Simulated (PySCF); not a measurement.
How the method changes the constants of SiH⁺

State: ¹Σ⁺ (singlet), closed shell. Set-up: Si 3-21G, H 3-21G; no relativity (PySCF 2.14). De refers to Si⁺ + H in their high-spin ground configurations, without counterpoise correction. A positive dipole points towards H; it is taken about the centre of mass and depends on that origin.

| Level | Re (Å) | ωe (cm⁻¹) | De (eV) | μ (D) | CPU s a point (SCF and correlation, without the integrals) |
| --- | --- | --- | --- | --- | --- |
| RHF | 1.513 | 2198 | 1.96 | 0.77 | 0.01 |
| RHF-MP2 | 1.533 | 2082 | 2.36 | n/a | 0.013 |
| RHF-SCS-MP2 | 1.537 | 2059 | 2.44 | n/a | n/a |
| RHF-CCSD | 1.553 | 1948 | 2.54 | n/a | n/a |
| RHF-CCSD(T) | 1.553 | 1946 | 2.54 | n/a | 0.073 |
| PBE | 1.562 | 1964 | 3.02 | 0.63 | 0.13 |
| BP86 | 1.561 | 1959 | 3.16 | 0.61 | 0.1 |
| r²SCAN | 1.546 | 2027 | 2.98 | 0.66 | 0.18 |
| PBE0 | 1.544 | 2049 | 2.92 | 0.68 | 0.21 |
| B97-3 | 1.539 | 2062 | 3.00 | 0.65 | 0.11 |
| HSE06 | 1.544 | 2044 | 2.92 | 0.68 | 0.26 |
| MN15 | 1.524 | 2096 | 3.20 | 0.62 | 0.18 |

Problem. Which functional lies closest to RHF-CCSD(T) in De, which farthest, and by how much do they differ from it?

Solution. Closest is PBE0 (-0.9 pm in Re, +5.3 % in ωe, +0.38 eV in De against RHF-CCSD(T) in the same basis), farthest MN15 (-2.9 pm in Re, +7.7 % in ωe, +0.66 eV in De). CCSD(T) converges more slowly with the basis than the functionals do and binds too weakly in this one, so the order can change at the basis-set limit.

Problem. What does a quarter of exact exchange do here, going from PBE to PBE0?

Solution. PBE0 less PBE: -1.8 pm in Re, +4.3 % in ωe, -0.10 eV in De. Exact exchange removes part of the self-interaction that spreads semilocal densities, and in most molecules shortens and stiffens the bond and lowers De; so it does here.

Problem. What does the step from GGA to meta-GGA do here, going from PBE to r²SCAN?

Solution. r²SCAN less PBE: -1.6 pm in Re, +3.2 % in ωe, -0.04 eV in De. 

Correlated steps freeze 5 core orbitals. For an ion De counts to the pair picked by the measured ionisation energies or electron affinities, which need not be the lowest pair at this level. Where the molecule has an RHF reference, its open-shell atoms are computed with UHF. 3-21G is very small, so such numbers show the basis as much as the molecule.

The whole job (state search and all levels along the bond) took about 0.34 min on 1 thread of Arm Neoverse V1 (shared host), peak memory 0.28 GiB.
